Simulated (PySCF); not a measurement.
Below is a simulated gas-phase C 1s photoelectron spectrum of `C=CC#CCF`.

Every computed line was given a Gaussian of 1.0 eV full width at half maximum and an area set by the number of equivalent atoms; the highest printed point is 100. Computed, not measured: PySCF 2.14.0, delta-SCF UKS SCAN, pcX-2 on the ionised atom, pcseg-1 elsewhere, spin-free X2C.

(binding energy (eV), intensity): (289.0, 0), (289.2, 2), (289.4, 5), (289.6, 14), (289.8, 30), (290.0, 55), (290.2, 80), (290.4, 97), (290.6, 100), (290.8, 90), (291.0, 74), (291.2, 61), (291.4, 50), (291.6, 39), (291.8, 27), (292.0, 16), (292.2, 7), (292.4, 3), (292.6, 1), (292.8, 1), (293.0, 3), (293.2, 8), (293.4, 17), (293.6, 27), (293.8, 34), (294.0, 35), (294.2, 28), (294.4, 19), (294.6, 10), (294.8, 4), (295.0, 1), (295.2, 0), (295.4, 0)

How many maxima does the curve show, and how many computed lines lie under it?

The curve has 2 maxima (at 290.5 and 293.9 eV). Under it lie 5 lines from 5 inequivalent carbon sites. At this width some lines have no maximum of their own.

Decompose the envelope and assign each component. Numbering: `[CH2:1]=[CH:2][C:3]#[C:4][CH2:5][F:6]`.

```csv
position (eV),relative area,line,atoms,environment
290.36,1,C 1s,C1,terminal =CH2 carbon
290.41,1,C 1s,C4,alkyne carbon
290.75,1,C 1s,C3,alkyne carbon
291.45,1,C 1s,C2,alkene CH carbon
293.92,1,C 1s,C5,sp3 C–F carbon
```

What are the centre and the root-mean-square width of the whole band?

The area-weighted mean of the lines is 291.38 eV. Their own spread about it is 1.33 eV (rms) and each Gaussian has σ = 1.0/2.355 = 0.42 eV; the variances add, which gives 1.40 eV.

The listed C 1s values span 3.56 eV, from C1 (bonded to C (double bond) and 2 H) to C5 (bonded to F, C and 2 H). The widest gap between neighbouring values is 2.47 eV, between 291.45 and 293.92 eV. The values 290.36 and 290.41 eV lie too close for their order to be trusted.

No satellites, vibrations or lifetime broadening are included. The unrestricted hole states depart most from a pure doublet (⟨S²⟩ = 0.75; over 0.85 named) for C 1s of C2 (0.90), C 1s of C3 (0.90) and C 1s of C4 (0.86), which makes these values less certain. Geometry: PBE0-D3(BJ)/def2-SVP; no solvent, vibrations or thermal averaging.
